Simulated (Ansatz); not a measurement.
Compare A (`CC#COC`) with its isomer B (`C/C=C/C=O`).

Calculated with Ansatz (gas phase, PBE0-D4/def2-TZVP geometries, no zero-point term in ΔE). CCSD(T)/CBS is the MP2 limit (def2-TZVPP, def2-QZVPP) plus CCSD(T) − MP2 in def2-TZVPP, frozen cores. Functionals use def2-TZVPP. B3LYP here is the variant with VWN-RPA as its local correlation; programs differ in this. Each species was taken in one conformer, which may not be the lowest.

A:

```xyz
11

C    -0.042    0.699   -2.294
C     0.137    0.029   -1.017
C     0.296   -0.537    0.030
O     0.484   -1.176    1.145
C    -0.058   -0.527    2.297
H    -1.051    0.554   -2.688
H     0.663    0.314   -3.034
H     0.132    1.775   -2.204
H     0.405    0.454    2.430
H     0.174   -1.170    3.144
H    -1.139   -0.415    2.193
```

B:

```xyz
11

C    -0.786    1.232   -0.974
C    -0.163   -0.013   -0.463
C     0.339   -0.191    0.759
C     0.930   -1.471    1.140
O     1.407   -1.714    2.221
H    -0.802    2.018   -0.218
H    -0.244    1.600   -1.851
H    -1.812    1.041   -1.304
H    -0.115   -0.853   -1.156
H     0.331    0.595    1.509
H     0.913   -2.243    0.338
```

Task: Which isomer does CCSD(T)/CBS put lower? Give the gap. (An estimate is asked.)

Result: The calculation gave: B, by 180.4 kJ/mol.

Task: Give E(B) − E(A) in kJ/mol with B3LYP-D4, PBE0-D4, r2SCAN-D4, CCSD/def2-TZVPP, ωB97M-V, CCSD(T)/def2-TZVPP, HF/def2-TZVPP. (Best estimate.)

Result: The calculation gave: B3LYP-D4 -182.6, PBE0-D4 -182.7, r2SCAN-D4 -188.8, CCSD/def2-TZVPP -179.0, ωB97M-V -178.8, CCSD(T)/def2-TZVPP -181.8, HF/def2-TZVPP -179.7. None reverses the order clearly.

Largest T1 diagnostic: 0.014.
